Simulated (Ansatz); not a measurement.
Born–Oppenheimer molecular dynamics of BH3O2 (6 atoms, charge 0, multiplicity 1). It starts from a relaxed structure.

The calculation used RKS PBE/def2-SVP (Ansatz).

```yaml
ensemble: NVE (velocity Verlet)
time_step: 0.5 fs
steps_asked: 166
starting_velocities_drawn_for: 400 K
seed: 588285
```

First frame:

```xyz
6
Properties=species:S:1:pos:R:3
B -0.005 -0.067 -0.011
O -0.025 -0.064 1.358
H -0.889 -0.289 1.751
H 1.048 0.208 -0.549
O -1.066 -0.351 -0.829
H -1.893 -0.566 -0.359
```

Problem. How far do the bonds stretch over the last three quarters of this one trajectory? (Pairs bonded in most of those frames.)

Solution. 
```csv
bond,mean (Å),spread (Å),shortest,longest
B1–O2,1.370,0.015,1.35,1.40
B1–H4,1.216,0.008,1.20,1.23
B1–O5,1.374,0.015,1.35,1.40
O2–H3,0.978,0.024,0.94,1.01
O5–H6,0.977,0.015,0.95,1.00
```

Mean temperature of the second half: 200 K. The conserved energy stayed within 0.23 meV per atom of its start (net change 0.22 meV per atom), so the integration is sound. Over the second half the temperature averaged 0.50 of the 400 K drawn at the start: a run that starts near a minimum puts about half its kinetic energy into the potential. A run of 0.083 ps of so small a system gives no equilibrium averages.

Time of the run: 2.3 min on 1 thread of Arm Neoverse V2 (shared host), peak memory 0.089 GiB.
